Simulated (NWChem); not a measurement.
Program: NWChem. System: BCl3, charge 0, spin multiplicity 1, at a geometry optimised with PBE0/def2-SVP. The structure started from a generated list of species. Level: RHF/def2-TZVP.

Part of the output:

```
             Northwest Computational Chemistry Package (NWChem) 7.3.0
             --------------------------------------------------------

                                NWChem Input Module
                                -------------------

 Scaling coordinates for geometry "geometry" by  1.889725989
 (inverse scale =  0.529177249)

 Turning off AUTOSYM since
 SYMMETRY directive was detected!

                             Geometry "geometry" -> ""
                             -------------------------

 Output coordinates in angstroms (scale by  1.889725989 to convert to a.u.)

  No.       Tag          Charge          X              Y              Z
 ---- ---------------- ---------- -------------- -------------- --------------
    1 B                    5.0000     0.00000000     0.00000000     0.00000000
    2 Cl                  17.0000     0.00000000     0.00000000     1.74206300
    3 Cl                  17.0000     1.50866700     0.00000000    -0.87103100
    4 Cl                  17.0000    -1.50866700     0.00000000    -0.87103100

 Effective nuclear repulsion energy (a.u.)     229.5135857618

            Nuclear Dipole moment (a.u.)
            ----------------------------
        X                 Y               Z
 ---------------- ---------------- ----------------
     0.0000000000     0.0000000000     0.0000321253

      Symmetry information
      --------------------

 Group name             C2v
 Group number             16
 Group order               4
 No. of unique centers     3

      Symmetry unique atoms

     1    2    3


 Summary of "ao basis" -> "" (spherical)
 ------------------------------------------------------------------------------
       Tag                 Description            Shells   Functions and Types
 ---------------- ------------------------------  ------  ---------------------
 *                         def2-tzvp                  on all atoms

 Summary of "ao basis" -> "ao basis" (spherical)
 ------------------------------------------------------------------------------
       Tag                 Description            Shells   Functions and Types
 ---------------- ------------------------------  ------  ---------------------
 B                         def2-tzvp                11       31   5s3p2d1f
 Cl                        def2-tzvp                13       37   5s5p2d1f

                                 NWChem SCF Module
                                 -----------------
[...]
              MO Center= -3.6D-12, -1.3D-16,  8.4D-01, r^2= 3.4D+00
   Bfn.  Coefficient  Atom+Function         Bfn.  Coefficient  Atom+Function
  ----- ------------  ---------------      ----- ------------  ---------------
    47      0.451344  2 Cl py                50      0.285064  2 Cl py
    84     -0.225670  3 Cl py               121     -0.225670  4 Cl py
    44      0.207658  2 Cl py                38     -0.164130  2 Cl py

 Vector   28  Occ=2.000000D+00  E=-4.576856D-01  Symmetry=b1
              MO Center=  3.9D-16, -1.7D-17,  4.1D-06, r^2= 4.2D+00
   Bfn.  Coefficient  Atom+Function         Bfn.  Coefficient  Atom+Function
  ----- ------------  ---------------      ----- ------------  ---------------
    46      0.337418  2 Cl px                85     -0.292211  3 Cl pz
   122      0.292211  4 Cl pz                49      0.221719  2 Cl px
    88     -0.192014  3 Cl pz               125      0.192014  4 Cl pz
    83     -0.168709  3 Cl px               120     -0.168709  4 Cl px
    43      0.155296  2 Cl px

 Vector   29  Occ=0.000000D+00  E= 7.925272D-02  Symmetry=b2
              MO Center= -1.4D-14,  9.0D-16, -1.3D-06, r^2= 3.2D+00
   Bfn.  Coefficient  Atom+Function         Bfn.  Coefficient  Atom+Function
  ----- ------------  ---------------      ----- ------------  ---------------
    13      0.569294  1 B  py                10      0.521437  1 B  py
    50     -0.354457  2 Cl py                87     -0.354458  3 Cl py
   124     -0.354458  4 Cl py                 7      0.339462  1 B  py

 Vector   30  Occ=0.000000D+00  E= 1.327527D-01  Symmetry=a1
              MO Center= -1.1D-15, -1.0D-15, -3.9D-07, r^2= 7.0D+00
   Bfn.  Coefficient  Atom+Function         Bfn.  Coefficient  Atom+Function
  ----- ------------  ---------------      ----- ------------  ---------------
     5      2.447211  1 B  s                  4     -0.728337  1 B  s
    36     -0.661798  2 Cl s                 73     -0.661798  3 Cl s
   110     -0.661798  4 Cl s                 51      0.232913  2 Cl pz
    86      0.201706  3 Cl px               123     -0.201706  4 Cl px

 Vector   31  Occ=0.000000D+00  E= 2.000582D-01  Symmetry=a1
              MO Center= -1.7D-16,  2.4D-17,  1.5D-05, r^2= 5.7D+00
   Bfn.  Coefficient  Atom+Function         Bfn.  Coefficient  Atom+Function
  ----- ------------  ---------------      ----- ------------  ---------------
     4      3.463175  1 B  s                 51      0.811022  2 Cl pz
     5     -0.734907  1 B  s                 36     -0.705627  2 Cl s
    73     -0.705610  3 Cl s                 86      0.702354  3 Cl px
   110     -0.705610  4 Cl s                123     -0.702354  4 Cl px
    88     -0.405511  3 Cl pz               125     -0.405511  4 Cl pz

 center of mass
 --------------
 x =   0.00000000 y =   0.00000000 z =   0.00000057

 moments of inertia (a.u.)
 ------------------
         568.457274048580           0.000000000000           0.000000000000
           0.000000000000        1136.911892220057           0.000000000000
           0.000000000000           0.000000000000         568.454618171478

  Mulliken analysis of the total density
  --------------------------------------

    Atom       Charge   Shell Charges
 -----------   ------   -------------------------------------------------------
    1 B    5     4.65   0.91  1.07  0.49  0.31 -0.02  0.82  0.70  0.04  0.08  0.23  0.03
    2 Cl  17    17.12   2.01  0.45  1.52  1.08  0.85  4.18  1.69  1.08  2.86  1.35  0.01  0.03  0.00
    3 Cl  17    17.12   2.01  0.45  1.52  1.08  0.85  4.18  1.69  1.08  2.86  1.35  0.01  0.03  0.00
    4 Cl  17    17.12   2.01  0.45  1.52  1.08  0.85  4.18  1.69  1.08  2.86  1.35  0.01  0.03  0.00

       Multipole analysis of the density wrt the origin
       ------------------------------------------------

     L   x y z        total         open         nuclear
     -   - - -        -----         ----         -------
     0   0 0 0     -0.000000      0.000000     56.000000

     1   1 0 0      0.000000      0.000000      0.000000
     1   0 1 0      0.000000      0.000000      0.000000
     1   0 0 1     -0.000006      0.000000      0.000032

     2   2 0 0    -32.610320      0.000000    276.352483
     2   1 1 0      0.000000      0.000000      0.000000
     2   1 0 1     -0.000000      0.000000      0.000000
     2   0 2 0    -31.532841      0.000000      0.000000
     2   0 1 1     -0.000000      0.000000      0.000000
     2   0 0 2    -32.610338      0.000000    276.353774

 Task  times  cpu:        4.6s     wall:        4.6s

 Total times  cpu:        4.6s     wall:        4.6s
```

**Question.** Write an NWChem input that would produce this output.

**Answer.** This is not unique; one that fits is 
```
start mol
memory heap 200 mb stack 900 mb global 1100 mb
geometry units angstroms nocenter noautoz
  B      0.000000     0.000000     0.000000
  Cl     0.000000     0.000000     1.742063
  Cl     1.508667     0.000000    -0.871031
  Cl    -1.508667     0.000000    -0.871031
  symmetry group C2v
end
basis spherical
  * library def2-tzvp
end
scf
  rhf
  nopen 0
  maxiter 100
  thresh 1e-7
  semidirect memsize 60000000 filesize 0
end
task scf energy
```
